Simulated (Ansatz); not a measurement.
# C₃H₃NS: up Jacob's ladder to CCSD(T)

Aim: compute C₃H₃NS with functionals from several rungs and with coupled cluster. The yardstick is the atomisation energy at the CCSD(T) limit.

The runs use Ansatz 0.2.0, Gaussian basis; functionals in def2-TZVPP, the program's frozen cores in correlated methods.

Plan: LDA (SPW92), PBE-D4, revPBE-D4, BLYP-D4, r2SCAN-D4, B97M-V, PBE0-D4, B3LYP-D4, r2SCANh-D4, r2SCAN0-D4, HSE06-D4, BHLYP-D4, CAM-B3LYP-D4, LC-ωPBE, ωB97X-V, ωB97M-V, B2PLYP, PBE-QIDH; CCSD(T)/def2-SVP; CCSD(T)/def2-TZVPP; MP2/def2-QZVPP; extrapolation to the limit; RPA on PBE.

## (1) Structure used throughout

An earlier PBE0-D4 in a triple-zeta def2 set relaxation fixed the geometry.

SMILES `c1cscn1`, 8 atoms, charge 0, spin multiplicity 1.

Atoms are counted from 1 here; the program's logs count them from 0.

Bond lengths: C1–C2 1.361 Å, C1–N5 1.363 Å, C1–H6 1.082 Å, C2–S3 1.704 Å, C2–H7 1.078 Å, S3–C4 1.716 Å, C4–N5 1.296 Å, C4–H8 1.082 Å. Angles: C2–C1–N5 115.8°, C2–C1–H6 124.8°, N5–C1–H6 119.4°, C1–C2–S3 109.5°, C1–C2–H7 128.7°, S3–C2–H7 121.8°, C2–S3–C4 89.4°, S3–C4–N5 115.0°, S3–C4–H8 121.0°, N5–C4–H8 124.0°, C1–N5–C4 110.4°.

## (2) LDA

This LDA is Slater exchange with PW92 correlation.

Contents of in.yaml:

```yaml
crystal:
  periodic: [false, false, false]
  atoms:
    - {symbol: C, position_ang: [-0.315940, 0.794595, 0.466565]}
    - {symbol: C, position_ang: [0.996548, 0.480410, 0.288718]}
    - {symbol: S, position_ang: [1.117874, -0.982001, -0.578251]}
    - {symbol: C, position_ang: [-0.594409, -1.067428, -0.640061]}
    - {symbol: N, position_ang: [-1.212662, -0.085905, -0.061706]}
    - {symbol: H, position_ang: [-0.675713, 1.673163, 0.985466]}
    - {symbol: H, position_ang: [1.870285, 1.021491, 0.615596]}
    - {symbol: H, position_ang: [-1.093785, -1.891425, -1.132127]}
basis:
  gaussian: {orbitals: def2-TZVPP}
hamiltonian: {xc: lda}
output: {orbitals: {seedname: orbitals}}
```

After this run come: PBE-D4 (GGA); revPBE-D4 (GGA); BLYP-D4 (GGA); r2SCAN-D4 (meta-GGA); B97M-V (meta-GGA); PBE0-D4 (hybrid); B3LYP-D4 (hybrid); r2SCANh-D4 (hybrid); r2SCAN0-D4 (hybrid); HSE06-D4 (hybrid); BHLYP-D4 (hybrid); CAM-B3LYP-D4 (range-separated); LC-ωPBE-D4 (range-separated); ωB97X-V (range-separated); ωB97M-V (range-separated); B2PLYP (double hybrid); PBE-QIDH (double hybrid); CCSD(T) in def2-SVP; CCSD(T) in def2-TZVPP; MP2 in def2-QZVPP; RPA on PBE orbitals.

**Question.** What will the summary of the whole plan be? Wanted: atomisation energy, CCSD(T)/CBS; farthest beyond LDA; mean size of error, GGA; mean size of error, meta-GGA; mean size of error, hybrid; mean size of error, range-separated; mean size of error, double hybrid; gap, smallest and largest; T1 diagnostic.

As calculated:

| quantity | value |
| --- | --- |
| atomisation energy, CCSD(T)/CBS | 3498.5 kJ/mol |
| functionals within 17.5 kJ/mol (0.5 %) | r2SCANh-D4, LC-ωPBE, B2PLYP |
| farthest beyond LDA | PBE-D4 (+195.8 kJ/mol) |
| mean size of error, GGA | 112.3 kJ/mol |
| mean size of error, meta-GGA | 41.7 kJ/mol |
| mean size of error, hybrid | 63.3 kJ/mol |
| mean size of error, range-separated | 23.4 kJ/mol |
| mean size of error, double hybrid | 17.3 kJ/mol |
| gap, smallest and largest | 4.56 eV (BLYP-D4), 11.32 eV (LC-ωPBE) |
| T1 diagnostic | 0.0150 |
| triples share of the correlation energy | 5.3 % |

In words: The LDA atomisation energy is off by 663.8 kJ/mol (19 %): it overbinds. PBE-D4 misses by +195.8 kJ/mol. Double hybrids carry the basis error of their MP2 part in triple zeta, and no dispersion term here, so their miss is partly the set-up's. By mean error the best rung here is double hybrid (17.3 kJ/mol) and the worst beyond LDA is GGA (112.3 kJ/mol). The gap between the best rungs is small, so their order is not settled. The reference freezes the cores and leaves out relativity and excitations past (T), so misses under about 17.5 kJ/mol can't be ranked. Hartree-Fock recovers 68 % of the binding; the rest is correlation. CCSD(T) in def2-SVP is off by -196.1 kJ/mol, so the small basis spoils what the method gains. Orbital gaps span 4.6 to 11.3 eV; exact exchange widens them. The restricted reference is unstable towards a spin-broken one.
